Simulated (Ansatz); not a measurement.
# B₂H₂ (singlet): from Hartree-Fock to the top rungs at a displaced geometry (v1), cc-pVTZ

An exercise on one series of results from a longer session: the logs are not shown, and one member is left open.

Computed with Ansatz 0.2.0, Gaussian basis. Level: cc-pVTZ, core rule «outside noble gas», up to 2 orbitals frozen.

Plan: UHF; CCSD(T) on RHF; CCSD(T) on UHF; BCCD(T) on RHF; CCSDT(Q) on RHF; CASSCF and NEVPT2, 8 electrons in 10 orbitals.

13 further runs of the same task are left out: 1 for a known fault of the program, 7 that didn't finish, 5 set aside as unsound or not needed.

## The geometry

The geometry is a PBE0/def2-TZVP stationary point (not a proven minimum) with its atoms shifted at random (size 0.040 Å).

4 atoms, charge 0, spin multiplicity 1.

Atoms are counted from 1 here; the program's logs count them from 0.

Bond lengths: B1–B2 1.536 Å, B1–H3 1.124 Å, B2–H4 1.190 Å. Angles: B2–B1–H3 177.1°, B1–B2–H4 177.4°.

Geometry (Å):

```mol
B2H2
  3D, bonds by distance, orders not assigned

  4  3  0  0  0  0  0  0  0  0999 V2000
    0.0023   -0.0018    0.7847 B   0  0
    0.0015   -0.0180   -0.7515 B   0  0
    0.0495    0.0413    1.9067 H   0  0
   -0.0533   -0.0215   -1.9400 H   0  0
  1  2  8  0
  1  3  8  0
  2  4  8  0
M  END
```

The first run:

File in.yaml:

```yaml
crystal:
  periodic: [false, false, false]
  atoms:
    - {symbol: B, position_ang: [0.002337, -0.001845, 0.784741]}
    - {symbol: B, position_ang: [0.001504, -0.017987, -0.751452]}
    - {symbol: H, position_ang: [0.049468, 0.041323, 1.906709]}
    - {symbol: H, position_ang: [-0.053309, -0.021491, -1.939997]}
basis:
  gaussian: {orbitals: cc-pVTZ}
magnetization: {spin_polarized: true, initial_magnetization: 0}
hamiltonian: {xc: hf}
output: {orbitals: {seedname: orbitals}}
```

The run is started by

```sh
> ansatz run in.yaml --threads 1 --pin off --events-out ev --progress --plain --max-ram 2393MiB
```

Among the steps run: UHF; CCSD(T) on RHF; CCSD(T) on UHF; BCCD(T) on RHF; CCSDT(Q) on RHF; CASSCF and NEVPT2, 8 electrons in 10 orbitals.

One table of the session follows, with a row left open; its other results are not shown here.

```
        method  from RCCSDT(Q) (kcal/mol)
           RHF                    +138.23
           UHF                    +115.34
          RMP2                     +30.02
          UMP2                          ?
         RCCSD                     +10.07
         UCCSD                      -2.28
      RCCSD(T)                      +4.78
      UCCSD(T)                      -7.17
       BCCD(T)                      +4.78
        RCCSDT                      +1.62
     RCCSDT(Q)                          0
CASSCF valence                     +80.38
NEVPT2 valence                     +18.79
```

Estimate the missing values for UMP2.

**Answer.** from RCCSDT(Q) (kcal/mol): +16.59. In the column «from RCCSDT(Q) (kcal/mol)» it lies between RCCSD (+10.07) and NEVPT2 valence (+18.79).

The program flags UCCSD(T), RCCSDT(Q) as in doubt (see the logs), so the zero of the table is itself unsure.

To keep in mind: The determinant is far from a pure spin state, so its energy mixes those of several spin states (harmless only where they are near-degenerate, as at dissociation). The report flags that the cluster equations may have other roots. The program flags UCCSD(T), RCCSDT(Q) as in doubt, so the zero of the table is itself unsure. Warnings: restricted reference is unstable; spin contamination. Restricted and unrestricted rows rest on different reference determinants; where their highest levels disagree by more than a few hundredths of an eV, they describe different states and don't form one ladder.
